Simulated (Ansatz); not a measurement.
Theory: DFT, RPBE, plane waves (420 eV) with PAW, scalar-relativistic (Ansatz 0.2.0). The PAW files were generated under PBE, with cores re-solved for the functional.

An element in the fcc structure gives this curve. The cell is scaled uniformly from the relaxed one, with fractional coordinates and shape fixed. Energies are extrapolated to zero smearing, pressures are those at the given smearing. Magnetic state: spin not included.

```csv
V (Å³/atom),E − E₀ (meV/atom),P (GPa)
10.897,90.1,22.05
11.393,36.7,12.89
11.888,8.5,5.71
12.383,0.0,0.07
12.879,7.0,-4.35
13.374,26.1,-7.80
13.869,54.6,-10.48
```

Problem. Which element is it?
A. cobalt
B. ruthenium
C. copper
D. rhodium

Solution. C. Its fit is V₀ = 12.39 Å³/atom, B₀ = 124 GPa, B₀′ = 5.1.
